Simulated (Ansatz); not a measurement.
Run this with Ansatz 0.2.0 through its Python package and show what comes out.

Script `conformers_c4h8n2.py`:
```python
# -*- coding: utf-8 -*-
"""Rank force-field conformers of C4H8N2 by single points."""

import ansatz as az
from rdkit import Chem
from rdkit.Chem import AllChem


def main():
    rd = Chem.AddHs(Chem.MolFromSmiles("CNCC=C=N"))
    ids = list(AllChem.EmbedMultipleConfs(rd, numConfs=20, randomSeed=618, pruneRmsThresh=0.4))
    field = [energy for _, energy in AllChem.MMFFOptimizeMoleculeConfs(rd)]
    distinct = {round(e, 2): i for i, e in zip(ids, field)}
    chosen = sorted(distinct.items())[:5]
    found = []
    for force_field, index in chosen:
        mol = az.Crystal.molecule()
        for atom, xyz in zip(rd.GetAtoms(), rd.GetConformer(index).GetPositions()):
            mol = mol.atom(atom.GetSymbol(), xyz.round(5).tolist())
        base = (
            mol.calculation()
            .basis(gaussian="6-31G*")
            .functional("pbe")
        )
        found.append(base.run(threads=1, backend="cpu").report["free_energy_ev"])
    print("conformer   MMFF (kcal/mol)   this level (eV)")
    for (force_field, index), e in zip(chosen, found):
        print(f"{index:9d} {force_field - chosen[0][0]:17.2f} {(e - min(found)):17.3f}")


if __name__ == "__main__":
    main()
```

```console
$ python conformers_c4h8n2.py
conformer   MMFF (kcal/mol)   this level (eV)
        3              0.00             0.872
        4              0.66             0.664
        7              1.80             0.105
        5              2.56             0.000
        6              2.78             0.692
```

The conformers keep their force-field geometries. Wall time of the script: 17 s on 1 thread of Arm Neoverse V1 (shared host), peak memory 0.26 GiB.
